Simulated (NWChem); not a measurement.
# A workflow on the pair CH2ClN···CH3FO

Aim: the energy (singlet C2H5ClFNO, r2SCAN/cc-pVDZ), then a single-point energy (singlet CH2ClN, r2SCAN/cc-pVDZ), then a single-point energy (singlet CH3FO, r2SCAN/cc-pVDZ), then a single-point energy (singlet CH2ClN, r2SCAN/cc-pVDZ), then a single-point energy (singlet CH3FO, r2SCAN/cc-pVDZ) of C2H5ClFNO and its partners. 

Program for the calculation: NWChem 7.3.0.

### Step 1. The structure to begin with

C2H5ClFNO: 11 atoms, total charge 0, spin state singlet. The two molecules were placed rigidly side by side, at 0.8 times their contact distance; the pair isn't optimised.

Bond lengths: N1–C2 1.247 Å, C2–Cl3 1.729 Å, O6–C7 1.370 Å, C7–F8 1.381 Å, N1–H4 1.019 Å, C2–H5 1.091 Å, O6–H9 0.962 Å, C7–H10 1.096 Å, C7–H11 1.091 Å. Some angles: N1–C2–Cl3 121.0°, O6–C7–F8 111.1°, N1–C2–H5 128.0°, Cl3–C2–H5 111.0°, C2–N1–H4 110.5°, O6–C7–H10 112.9°, O6–C7–H11 107.4°, F8–C7–H10 106.3°, F8–C7–H11 107.8°, C7–O6–H9 109.3°.

### Step 2. A single-point energy at r2SCAN/cc-pVDZ (run 1)

Contents of struct.nw:

```
start struct
title "C2H5ClFNO energy"
memory stack 880 mb heap 220 mb global 1100 mb
geometry units atomic noautosym nocenter noautoz
   N     -1.44522475    -1.08413588    -0.49873652
   C      0.43637556     0.15287884     0.19819448
   Cl     2.84048513    -1.25780171     1.90348333
   H     -2.66560988     0.03987322    -1.47572493
   H      0.83397393     2.14918552    -0.12721636
   O      2.95910324    -7.42250407     2.07497598
   C      2.05152448    -7.71938004    -0.33062648
   F      3.95687864    -7.44761853    -2.09324963
   H      3.38831674    -5.67690735     2.34316591
   H      0.60131085    -6.32478106    -0.82439302
   H      1.32426338    -9.64268660    -0.48101089
end
basis spherical bse
   N library cc-pVDZ
   C library cc-pVDZ
   Cl library cc-pVDZ
   H library cc-pVDZ
   O library cc-pVDZ
   F library cc-pVDZ
end
dft
   xc r2scan
   mult 1
   grid fine
   convergence energy 1e-08
   iterations 100
   mulliken
   print low
end
task dft energy
```

The run is started by

```console
$ nwchem struct.nw > struct.out
```

Output:

```text
[...]
 d= 0,ls=0.0,diis     1   -768.8862341953 -1.05D+03  1.42D-02  1.34D+00     5.6
[...]
 d= 0,ls=0.0,diis    11   -769.0388307866 -2.25D-09  2.49D-07  2.25D-09    47.9
         Total DFT energy =     -769.038830786554
      One electron energy =    -1619.951436818523
           Coulomb energy =      635.391254558917
    Exchange-Corr. energy =      -66.785819325072
 Nuclear repulsion energy =      282.307170798125
[...]
      Total Density - Mulliken Population Analysis
     ---------------------------------------------
    Atom       Charge   Shell Charges
 -----------   ------   -------------------------------------------------------
    1 N    7     7.12   2.01  0.79  0.74  2.33  1.22  0.03
    2 C    6     5.97   2.01  0.71  0.45  1.98  0.70  0.12
    3 Cl  17    17.07   2.00  2.02  0.95  0.95  6.00  3.08  2.02  0.04
    4 H    1     0.88   0.72  0.10  0.06
    5 H    1     0.92   0.74  0.14  0.03
    6 O    8     8.26   2.01  0.84  0.86  2.87  1.68  0.01
    7 C    6     5.69   2.01  0.70  0.29  1.96  0.55  0.17
    8 F    9     9.26   2.01  0.90  1.01  3.33  2.02  0.01
    9 H    1     0.85   0.69  0.08  0.08
   10 H    1     0.99   0.77  0.19  0.03
[...]
```

It took 49 s on 1 thread of Intel Xeon Platinum 8488C (Sapphire Rapids), shared host; peak memory 0.12 GiB.

### Step 3. CH2ClN: a single-point energy at r2SCAN/cc-pVDZ (run 2)

Contents of run.nw:

```
start run
memory total 2200 mb

geometry noautosym nocenter noautoz
  N    -0.764780   -0.573700   -0.263920
  C     0.230920    0.080900    0.104880
  Cl    1.503120   -0.665600    1.007280
  H    -1.410580    0.021100   -0.780920
  H     0.441320    1.137300   -0.067320
end

basis spherical bse
  * library cc-pVDZ
end

dft
  xc r2scan
  grid fine
  convergence energy 1e-08
  maxiter 100
  mulliken
  print low
end

task dft energy
```

The run is started by

```console
$ nwchem run.nw > run.out
```

Output:

```text
[...]
 d= 0,ls=0.0,diis     1   -554.0844499323 -6.44D+02  2.24D-02  6.23D-01     1.7
[...]
 d= 0,ls=0.0,diis    11   -554.1623387239 -6.64D-11  7.85D-08  1.39D-11    12.7
         Total DFT energy =     -554.162338723891
      One electron energy =     -940.324380305328
           Coulomb energy =      337.507475242204
    Exchange-Corr. energy =      -41.230416405208
 Nuclear repulsion energy =       89.884982744441
[...]
      Total Density - Mulliken Population Analysis
     ---------------------------------------------
    Atom       Charge   Shell Charges
 -----------   ------   -------------------------------------------------------
    1 N    7     7.13   2.01  0.79  0.74  2.33  1.23  0.03
    2 C    6     5.99   2.01  0.71  0.45  1.98  0.71  0.12
    3 Cl  17    17.06   2.00  2.02  0.95  0.96  6.00  3.08  2.01  0.04
    4 H    1     0.89   0.72  0.10  0.06
    5 H    1     0.93   0.75  0.15  0.03
[...]
```

It took 14 s on 1 thread of Intel Xeon Platinum 8488C (Sapphire Rapids), shared host; peak memory 0.11 GiB.

### Step 4. CH3FO: a single-point energy at r2SCAN/cc-pVDZ (run 3)

Contents of struct.nw:

```
start struct
title "CH3FO"
memory total 2200 mb

geometry units angstroms noautosym nocenter noautoz
  O     1.565890   -3.927820    1.098030
  C     1.085620   -4.084920   -0.174960
  F     2.093890   -3.941110   -1.107700
  H     1.793020   -3.004090    1.239950
  H     0.318200   -3.346930   -0.436250
  H     0.700770   -5.102690   -0.254540
end

basis spherical bse
  * library cc-pVDZ
end

dft
  xc r2scan
  grid fine
  convergence energy 1e-08
  iterations 100
  mulliken
  print low
end

task dft energy
```

The run is started by

```console
$ nwchem struct.nw > struct.out
```

Output:

```text
[...]
 d= 0,ls=0.0,diis     1   -214.7942260761 -2.94D+02  1.74D-02  7.37D-01     0.9
[...]
 d= 0,ls=0.0,diis    10   -214.8714137860 -2.85D-09  3.24D-07  8.50D-10     7.2
         Total DFT energy =     -214.871413786035
      One electron energy =     -453.843957766135
           Coulomb energy =      185.084398493564
    Exchange-Corr. energy =      -25.552099929645
 Nuclear repulsion energy =       79.440245416180
[...]
      Total Density - Mulliken Population Analysis
     ---------------------------------------------
    Atom       Charge   Shell Charges
 -----------   ------   -------------------------------------------------------
    1 O    8     8.26   2.01  0.84  0.86  2.86  1.67  0.01
    2 C    6     5.68   2.01  0.71  0.29  1.96  0.54  0.18
    3 F    9     9.26   2.01  0.90  1.01  3.33  2.01  0.01
    4 H    1     0.85   0.69  0.07  0.08
    5 H    1     0.99   0.77  0.19  0.03
    6 H    1     0.97   0.77  0.17  0.03
[...]
```

Wall time 7.8 s (1 thread of Intel Xeon Platinum 8488C (Sapphire Rapids), shared host); peak memory 0.11 GiB.

### Step 5. CH2ClN among ghost functions: the energy at r2SCAN/cc-pVDZ (with ghost functions) (run 4)

Contents of ch2cln.nw:

```
start ch2cln
title "CH2ClN r2SCAN"
memory stack 880 mb heap 220 mb global 1100 mb

geometry units angstrom noautosym nocenter noautoz
 N    -0.764780   -0.573700   -0.263920
 C     0.230920    0.080900    0.104880
 Cl    1.503120   -0.665600    1.007280
 H    -1.410580    0.021100   -0.780920
 H     0.441320    1.137300   -0.067320
 bqO      1.565890    -3.927820     1.098030
 bqC      1.085620    -4.084920    -0.174960
 bqF      2.093890    -3.941110    -1.107700
 bqH      1.793020    -3.004090     1.239950
 bqH      0.318200    -3.346930    -0.436250
 bqH      0.700770    -5.102690    -0.254540
end

basis "ao basis" spherical bse
 N library cc-pVDZ
 C library cc-pVDZ
 Cl library cc-pVDZ
 H library cc-pVDZ
 bqO library O cc-pVDZ
 bqC library C cc-pVDZ
 bqF library F cc-pVDZ
 bqH library H cc-pVDZ
end

dft
 xc r2scan
 grid fine
 convergence energy 1e-08
 iterations 100
 mulliken
 print low
end

task dft
```

The run is started by

```console
$ nwchem ch2cln.nw > ch2cln.out
```

Output:

```text
[...]
 d= 0,ls=0.0,diis     1   -554.0859925893 -6.44D+02  1.11D-02  6.23D-01     5.1
[...]
 d= 0,ls=0.0,diis     8   -554.1639132727  9.44D-09  5.81D-06  6.00D-07    33.1
         Total DFT energy =     -554.163913272675
      One electron energy =     -940.271680304591
           Coulomb energy =      337.447673915766
    Exchange-Corr. energy =      -41.224889628290
 Nuclear repulsion energy =       89.884982744441
[...]
      Total Density - Mulliken Population Analysis
     ---------------------------------------------
    Atom       Charge   Shell Charges
 -----------   ------   -------------------------------------------------------
    1 N    7     7.12   2.01  0.79  0.74  2.33  1.22  0.03
    2 C    6     5.98   2.01  0.71  0.45  1.98  0.71  0.12
    3 Cl  17    17.05   2.00  2.02  0.95  0.96  6.00  3.08  2.00  0.04
    4 H    1     0.89   0.72  0.10  0.06
    5 H    1     0.93   0.75  0.15  0.03
    6 X    0    -0.00  -0.00  0.00 -0.00 -0.00 -0.00 -0.00
    7 X    0    -0.00   0.00  0.00 -0.00  0.00 -0.00 -0.00
    8 X    0     0.00  -0.00 -0.00  0.00 -0.00  0.00  0.00
    9 X    0     0.01  -0.00  0.01 -0.00
   10 X    0     0.02   0.00  0.02 -0.00
[...]
```

Run time: 34 s. Hardware: 1 thread of Intel Xeon Platinum 8488C (Sapphire Rapids), shared host; peak memory 0.12 GiB.

### Step 6. CH3FO among ghost functions: a single-point energy at r2SCAN/cc-pVDZ (with ghost functions) (run 5)

Contents of ch3fo.nw:

```
start ch3fo
title "CH3FO r2SCAN"
memory stack 880 mb heap 220 mb global 1100 mb
charge 0

geometry units atomic noautosym nocenter noautoz
  O   2.95910324 -7.42250407  2.07497598
  C   2.05152448 -7.71938004 -0.33062648
  F   3.95687864 -7.44761853 -2.09324963
  H   3.38831674 -5.67690735  2.34316591
  H   0.60131085 -6.32478106 -0.82439302
  H   1.32426338 -9.64268660 -0.48101089
  bqN     -1.445225    -1.084136    -0.498737
  bqC      0.436376     0.152879     0.198194
  bqCl     2.840485    -1.257802     1.903483
  bqH     -2.665610     0.039873    -1.475725
  bqH      0.833974     2.149186    -0.127216
end

basis "ao basis" spherical bse
  O library cc-pVDZ
  C library cc-pVDZ
  F library cc-pVDZ
  H library cc-pVDZ
  bqN library N cc-pVDZ
  bqC library C cc-pVDZ
  bqCl library Cl cc-pVDZ
  bqH library H cc-pVDZ
end

dft
  xc r2scan
  mult 1
  grid fine
  convergence energy 1e-08
  iterations 100
  mulliken
  print low
end

task dft
```

The run is started by

```console
$ nwchem ch3fo.nw > ch3fo.out
```

Output:

```text
[...]
 d= 0,ls=0.0,diis     1   -214.7950252694 -2.94D+02  8.83D-03  7.36D-01     4.5
[...]
 d= 0,ls=0.0,diis    10   -214.8722591878 -2.94D-09  1.64D-07  8.42D-10    41.2
         Total DFT energy =     -214.872259187813
      One electron energy =     -453.829210337129
           Coulomb energy =      185.066943679786
    Exchange-Corr. energy =      -25.550232156538
 Nuclear repulsion energy =       79.440239626068
[...]
      Total Density - Mulliken Population Analysis
     ---------------------------------------------
    Atom       Charge   Shell Charges
 -----------   ------   -------------------------------------------------------
    1 O    8     8.26   2.01  0.85  0.86  2.86  1.67  0.01
    2 C    6     5.69   2.01  0.70  0.29  1.96  0.54  0.17
    3 F    9     9.26   2.01  0.90  1.01  3.33  2.01  0.01
    4 H    1     0.84   0.69  0.07  0.08
    5 H    1     0.98   0.77  0.18  0.03
    6 H    1     0.97   0.77  0.17  0.03
    7 X    0    -0.00   0.00  0.00 -0.00 -0.00  0.00 -0.00
    8 X    0     0.00  -0.00 -0.00  0.00 -0.00  0.00 -0.00
    9 X    0     0.01  -0.00 -0.00 -0.00  0.00 -0.00 -0.00  0.01  0.00
   10 X    0     0.00   0.00  0.00  0.00
[...]
```

Wall time 42 s (1 thread of Intel Xeon Platinum 8488C (Sapphire Rapids), shared host); peak memory 0.12 GiB.

### Step 7. Summary of results

| quantity | value |
| --- | --- |
| run 1, r2SCAN/cc-pVDZ: total energy | -769.03883 Eh |
| CH2ClN: total energy | -554.16234 Eh |
| CH3FO: total energy | -214.87141 Eh |
| CH2ClN among ghost functions: total energy | -554.16391 Eh |
| CH3FO among ghost functions: total energy | -214.87226 Eh |
| interaction energy of the rigid parts CH2ClN and CH3FO (parts in their own basis; closest atoms 2.37 Å apart) | -0.138 eV |
| interaction energy of the rigid parts CH2ClN and CH3FO (parts in the whole basis, counterpoise; closest atoms 2.37 Å apart) | -0.072 eV |

What this shows: The interaction energy of the rigid parts CH2ClN and CH3FO (parts in their own basis; closest atoms 2.37 Å apart) is −0.14 eV (−13.3 kJ/mol): the parts attract. Without counterpoise this holds the superposition error of the basis. The interaction energy of the rigid parts CH2ClN and CH3FO (parts in the whole basis, counterpoise; closest atoms 2.37 Å apart) is −0.07 eV (−7.0 kJ/mol): the parts attract. The basis-set superposition error is 6.4 kJ/mol. Mulliken charges (run 1, r2SCAN/cc-pVDZ) run from -0.26 on O6 to +0.31 on C7; they depend strongly on the basis. Mulliken charges (CH3FO) run from -0.26 on O1 to +0.32 on C2; they depend strongly on the basis.
